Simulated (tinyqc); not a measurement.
Worked calculation: extended Hueckel theory, for LiH+. The parameters take no account of the charge, which enters only through the electron count. One step of it, computed by the program tinyqc.

Problem. Mulliken analysis. P = C n C^T; charge = valence electrons (H 1, Li 1) minus the sum of (P S)_ii on the atom; overlap population = 2 sum P_ij S_ij between two atoms.

coefficients, order 1Li 2s, 1Li 2px, 1Li 2py, 1Li 2pz, 2H 1s:
$$\begin{pmatrix}
0.086924 & 0.879592 & 0.000000 & 0.000000 & 0.656054 \\
0.000000 & 0.000000 & -0.077273 & 0.997010 & 0.000000 \\
0.000000 & 0.000000 & 0.997010 & 0.077273 & 0.000000 \\
0.068694 & -0.482358 & 0.000000 & 0.000000 & 1.064626 \\
0.930928 & -0.125918 & 0.000000 & 0.000000 & -0.836648
\end{pmatrix}$$

occupations: [1.000000, 0.000000, 0.000000, 0.000000, 0.000000]

overlap S, order 1Li 2s, 1Li 2px, 1Li 2py, 1Li 2pz, 2H 1s:
$$\begin{pmatrix}
1.000000 & 0.000000 & 0.000000 & 0.000000 & 0.365710 \\
0.000000 & 1.000000 & 0.000000 & 0.000000 & 0.000000 \\
0.000000 & 0.000000 & 1.000000 & 0.000000 & 0.000000 \\
0.000000 & 0.000000 & 0.000000 & 1.000000 & 0.484075 \\
0.365710 & 0.000000 & 0.000000 & 0.484075 & 1.000000
\end{pmatrix}$$

Give: charges; Overlap populations.

Solution.

charges: 1Li 0.9272, 2H 0.0728

Overlap populations:
```
pair     value
2-1   0.121098
```
